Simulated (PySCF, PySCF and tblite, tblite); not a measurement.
**C₄H₁₁S+: a path driven as rotation about a bond, and NMR exchange**

An exercise on one series of results from a longer session: the logs are not shown, and one member is left open.

Computed with tblite 0.8.0 (tight binding) and PySCF 2.14.0 (DFT, with response routines of our own); each step states its level. Atoms count from 0 throughout.

## The molecule as given

16 atoms, charge 1, multiplicity 1; geometry from: force field or distance geometry start.

Bonds of the start (Å): C0–C1 1.53, C0–H5 1.08, C0–H6 1.09, C0–H7 1.09, C1–H8 1.08, C1–H9 1.11, C1–S2 1.81, C3–H10 1.10, C3–H11 1.08, C3–H12 1.11, C4–H13 1.09, C4–H14 1.09, C4–H15 1.09, S2–C3 1.82, S2–C4 1.81.

Set-up of the first run:

Job settings and geometry (Å):

```
{"job": {"xc": "GFN2-xTB", "basis": "xTB", "kind": "relax"}, "charge": 1, "multiplicity": 1}
C      2.029900    -0.598000    -0.533000
C      0.939400     0.448100    -0.294000
S     -0.690800    -0.204600    -0.719800
C     -1.628400     1.279600    -0.235900
C     -0.996400    -1.137400     0.805400
H      3.002900    -0.175100    -0.316000
H      1.885600    -1.473500     0.098500
H      2.025900    -0.923800    -1.571100
H      1.135800     1.313100    -0.917600
H      0.952800     0.771900     0.763500
H     -2.697200     1.032200    -0.232200
H     -1.441700     2.064200    -0.950800
H     -1.337800     1.612000     0.779000
H     -0.377300    -2.040100     0.783500
H     -0.759300    -0.534400     1.686200
H     -2.051100    -1.425300     0.842900
```

Run with:

```console
> OMP_NUM_THREADS=1 python ens_run.py task.json out
```

The driver reads the study from task.json and runs its stages one after another.

Steps of the session up to this table: GFN2-xTB relaxation, start minimum; Relaxed scan, rotation; Nudged elastic band, leg 1; Saddle search, leg 1; DFT refinement, start: PBE0-D3(BJ)/def2-SVP; DFT refinement, end: PBE0-D3(BJ)/def2-SVP; Shieldings, start: PBE0/pcSseg-1; Shieldings, saddle of leg 1: PBE0/pcSseg-1; Shieldings, end: PBE0/pcSseg-1; Barriers, rates and exchange; Shieldings, start: B97-D/pcSseg-1; Single-point energy, saddle of leg 1: B97-D/pcSseg-1; Shieldings, end: B97-D/pcSseg-1; Second level: B97-D/pcSseg-1 + D3(BJ); Shieldings, start: PBE0/def2-SVPD; Single-point energy, saddle of leg 1: PBE0/def2-SVPD; Shieldings, end: PBE0/def2-SVPD; Second level: PBE0/def2-SVPD + D3(BJ).

One of the session's tables, all rows but one given; the rest of the session is left out.

It belongs to the step «Second level: PBE0/def2-SVPD + D3(BJ)». Barriers by level (kcal/mol; entropies in cal/(mol K)). Zero-point and thermal terms come from xTB in every row. ΔG‡ leaves symmetry out; the rate counts one path; effective ΔG‡, where given, is the barrier that would give that rate by Eyring's equation alone:

```
                  level   ΔE‡  with zero-point   ΔH‡  ΔG‡ (298 K)  ΔE of reaction
               GFN2-xTB  2.12             2.30  1.63         3.09            0.25
   PBE0-D3(BJ)/def2-SVP     ?                ?     ?            ?               ?
 PBE0/pcSseg-1 + D3(BJ)  3.17             3.34  2.67         4.13            0.11
PBE0/def2-SVPD + D3(BJ)  3.31             3.48  2.82         4.27            0.46
```

Q: Estimate the row for PBE0-D3(BJ)/def2-SVP from the others.

As computed: ΔE‡: 3.26; with zero-point: 3.43; ΔH‡: 2.77; ΔG‡ (298 K): 4.22; ΔE of reaction: 0.18. In the column «ΔE‡» it lies between PBE0/pcSseg-1 + D3(BJ) (3.17) and PBE0/def2-SVPD + D3(BJ) (3.31).
